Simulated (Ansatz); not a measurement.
Species: C3H8O, charge 0, singlet. C3H8O (methoxyethane, SMILES CCOC).
B3LYP-D3(BJ)/def2-TZVP minimum from Ansatz (a quantum-chemistry and plane-wave program):
```
C
H 1 1.0999
H 1 1.0999 2 107.18
O 1 1.4156 2 109.77 3 119.17
C 4 1.4088 1 112.87 2 -58.78
H 5 1.0890 4 107.48 1 180.00
H 5 1.0982 6 109.00 4 120.97
H 5 1.0982 6 109.00 7 118.06
C 1 1.5130 2 110.66 3 -120.74
H 9 1.0908 1 110.53 2 179.36
H 9 1.0908 10 108.33 1 -121.24
H 9 1.0915 10 108.52 11 -117.64
```

Wanted: atomisation energy (electronic, to ground-state atoms), in kJ/mol. Radicals and triplets start from unrestricted determinants; spin-orbit coupling is neglected. CBS(X,Y): correlation extrapolated as X^-3, Hartree-Fock from the larger set. A bracket is a step between two methods taken in the basis named. Functionals run without relativity, which enters their misses. 'core' is core correlation in cc-pwCVTZ, 'X2C' scalar relativity in cc-pVTZ-DK, both at CCSD(T). For partners of very few electrons the exact lower level stands in for a higher one.

CCSD(T)/CBS(cc-pVTZ,cc-pVQZ) + [CCSDT(Q) - CCSD(T)]/cc-pVDZ + core + X2C (Ansatz) gives 4592.8 kJ/mol.

Question: How far off this value is PBE/def2-TZVPD (Ansatz), in which direction, and which of these levels come nearer: PBE0/def2-TZVPD, CCSD(T)/CBS(cc-pVTZ,cc-pVQZ) + core + X2C?

Answer: PBE gives 4644.8 kJ/mol, 52.0 kJ/mol above it. Differences of the others: PBE0/def2-TZVPD (Ansatz) -14.6; CCSD(T)/CBS(cc-pVTZ,cc-pVQZ) + core + X2C (Ansatz) -2.4 kJ/mol. Nearer than PBE: PBE0/def2-TZVPD, CCSD(T)/CBS(cc-pVTZ,cc-pVQZ) + core + X2C.
